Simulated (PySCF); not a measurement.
Molecule: CH3CH2CF(CH3)2 (CCC(C)(C)F, C5H11F).

Mapped SMILES: `[CH3:1][CH2:2][C:3]([CH3:4])([CH3:5])[F:6]`. Hydrogens are named by the atom that carries them.

Geometry PBE0-D3(BJ)/def2-SVP throughout; GIAO in PySCF 2.14, gas phase, one conformer, non-relativistic; equivalent atoms averaged; basis pcSseg-1.

Q: How do the shifts δ (against TMS, CFCl3 at the same level) depend on the functional? (ppm; last column core-seconds on shared hosts with different chips, so compare them loosely)

A: 
```csv
functional,kind,C3,C2,C4/C5,C1,F6,H(C4)/H(C5),H(C2),H(C1),core-s
HF,Hartree–Fock,81.2,32.5,26.5,9.5,-150.7,1.25,1.14,1.13,6.2
LDA,LDA,98.9,38.9,28.7,7.3,-201.0,1.27,1.46,1.03,18
PBE,GGA,95.3,38.1,28.3,9.3,-198.0,1.26,1.42,1.06,24
BLYP,GGA,96.8,39.3,28.9,10.0,-197.9,1.27,1.44,1.09,22
BP86,GGA,95.7,38.1,28.5,9.6,-198.6,1.27,1.41,1.06,23
OPBE,GGA,90.4,35.6,26.7,9.7,-192.7,1.24,1.40,1.04,23
KT2,GGA,92.6,37.4,27.4,9.5,-202.6,1.25,1.41,1.06,28
KT3,GGA,90.8,36.8,26.9,10.4,-196.5,1.24,1.41,1.07,28
B97-D,GGA,93.7,37.6,28.0,10.4,-194.2,1.28,1.43,1.10,29
B3LYP,global hybrid,93.8,37.7,28.4,9.7,-184.0,1.26,1.36,1.09,19
PBE0,global hybrid,91.5,36.3,27.8,9.1,-181.0,1.24,1.32,1.06,34
mPW1PW91,global hybrid,91.6,36.2,27.9,9.3,-181.0,1.24,1.32,1.06,19
WP04,global hybrid,97.6,37.2,28.1,11.7,-180.9,1.25,1.31,1.07,16
B97-2,global hybrid,90.9,36.1,27.6,9.8,-181.1,1.25,1.33,1.07,16
BHandHLYP,global hybrid,89.3,35.7,27.8,9.4,-168.2,1.25,1.26,1.10,16
CAM-B3LYP,range-separated hybrid,93.0,36.9,28.4,8.9,-173.4,1.26,1.32,1.09,21
wB97X-D,range-separated hybrid,91.7,36.2,28.4,9.4,-174.7,1.25,1.28,1.07,20
LC-wPBE,range-separated hybrid,91.0,34.7,28.0,8.6,-162.5,1.25,1.26,1.05,28
```

Q: Which nucleus moves most, in ppm?

A: F6 (fluorine on an sp3 carbon): from -202.6 ppm with KT2 to -150.7 ppm with HF. The smallest spread is 0.04 ppm, at H(C4)/H(C5). Proton shifts span only some 12 ppm, so a few tenths of a ppm matter as much there as several ppm in carbon.
